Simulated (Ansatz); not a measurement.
Molecule: ammonia, NH₃, net charge 0, singlet state. SMILES: N
Coordinates optimised at B3LYP-D3(BJ)/def2-TZVP (Ansatz, a quantum-chemistry and plane-wave program):
```xyz
4

N      0.0022    -0.0038     0.1116
H     -0.0020     0.9512    -0.2281
H      0.8095    -0.4644    -0.2929
H     -0.8232    -0.4600    -0.2599
```
Charge 0, spin multiplicity 1.

Wanted: vertical ionisation energy (to the doublet state of charge +1; each state is the SCF solution reached for its spin; the molecule has degenerate orbitals, so one determinant may break the symmetry), in eV. Correlated levels leave the core frozen unless marked. Open shells are spin-unrestricted. No spin-orbit coupling. Non-relativistic. CBS(X,Y): correlation extrapolated as X^-3; Hartree-Fock from the larger set.

CCSD(T)/CBS(aug-cc-pVTZ,aug-cc-pVQZ) (Ansatz) gives 10.92 eV.

Task: Another calculation gave 10.93 eV. Which level was it?
(A) SVWN5/def2-TZVPD (Ansatz)
(B) PBE0/def2-TZVPD (Ansatz)
(C) CAM-B3LYP/def2-TZVPD (Ansatz)
(D) BHLYP/def2-TZVPD (Ansatz)

Result: C, CAM-B3LYP/def2-TZVPD (Ansatz). The others give 10.62 (BHLYP), 11.19 (SVWN5), 10.77 (PBE0) eV.
